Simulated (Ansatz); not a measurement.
This geometry of C₂H₅F₂NS (11 atoms, charge 0, multiplicity 1) is a first-order saddle point.

All numbers below come from Ansatz 0.2.0, RKS PBE-D4/def2-SVP.

```xyz
11
Properties=species:S:1:pos:R:3
N -1.444 -0.777 -0.032
C -0.074 -0.585 0.074
F 0.373 -0.810 1.383
F 0.624 -1.523 -0.662
C 0.337 0.832 -0.340
S 2.120 1.172 -0.180
H -2.061 -0.029 -0.330
H -1.831 -1.703 0.133
H -0.257 1.561 0.249
H 0.097 0.973 -1.412
H 2.181 0.832 1.137
```

Task: Which two structures does it join? (They come from a converged band through this point; their orientation in space is the band's.)

Result: No bond is made or broken. The height of N1 over the plane of its neighbours goes from 0.37 to -0.36 Å.

First end point:

```xyz
11
Properties=species:S:1:pos:R:3
N -1.530 -0.654 0.092
C -0.119 -0.535 0.104
F 0.318 -0.841 1.373
F 0.508 -1.458 -0.724
C 0.337 0.877 -0.272
S 2.142 1.129 -0.228
H -1.905 -0.454 -0.841
H -1.802 -1.610 0.354
H -0.186 1.596 0.388
H 0.031 1.088 -1.316
H 2.272 0.806 1.090
```

Last end point:

```xyz
11
Properties=species:S:1:pos:R:3
N -1.468 -0.763 -0.260
C -0.091 -0.572 -0.011
F 0.247 -0.788 1.337
F 0.605 -1.519 -0.703
C 0.367 0.837 -0.388
S 2.142 1.156 -0.121
H -2.039 -0.094 0.265
H -1.748 -1.717 0.002
H -0.253 1.576 0.161
H 0.185 0.982 -1.470
H 2.118 0.846 1.206
```

Task: How far does it lie above each of them?

Result: 0.121 eV above the first and 0.133 eV above the second. This is the barrier of this one path; another mechanism may lie lower.

The run took 3 min on 2 threads of Arm Neoverse V2, with other jobs on the host, peak memory 0.15 GiB.
